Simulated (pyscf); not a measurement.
Optimised with ωB97X-D3(BJ)/def2-SVP in PySCF.

Task: For the elementary gas-phase step `[CH3][CH2][Al]([CH3])[CH3]` → `[CH3][AlH][CH3]` + `[CH2]=[CH2]` (singlet surface; Al–C, C–H broken, Al–H formed), what barrier and reaction energy does ωB97M-D3(BJ)/def2-TZVP give, measured from the reactant's lowest minimum found?

Result: ΔE‡ = 34.1 kcal/mol, ΔE = +32.2 kcal/mol. Zero-point energy shifts the barrier by -2.0 kcal/mol. It is an elimination, with an imaginary mode of 696i cm⁻¹. On the reactant side the descent ends in a point that may be a rotor saddle (no frequency run), 3.2 kcal/mol over the lowest minimum found and 31.5 kcal/mol under the saddle at ωB97X-D3(BJ)/def2-TZVP. On the product side the descent ends in a bound adduct, 12.2 kcal/mol under the separated species and 11.7 kcal/mol under the saddle at ωB97X-D3(BJ)/def2-TZVP. At the saddle there is also a short Al–C contact that neither side keeps. This is the saddle that the search found; another between the same sides may lie lower.
